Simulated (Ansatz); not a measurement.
Fluorite SrCl2

The numbers are results of PBE0 in Ansatz (PAW), not measurements.

Numerical settings: plane-wave cutoff 500 eV, 6×6×6 k mesh, gaussian smearing 0.02 eV, scalar-relativistic PAW data made under PBE.

Cell: relaxed with r²SCAN: a = b = c = 6.9948 Å, α = β = γ = 90.00°.

```
Item                           Result
--------  ---------------------------
band gap  7.32 eV (on the SCF k mesh)
```

Measured, for comparison: band gap 7.5 eV (temperature not stated, not corrected to a static lattice; as tabulated in Aguado et al. (1999), arXiv:cond-mat/9901145).

Spin–orbit coupling is not included.

Computed values are for the static lattice.

It cost about 60 core-seconds (a rough figure) of CPU time.

Ansatz is a program for electronic structure.
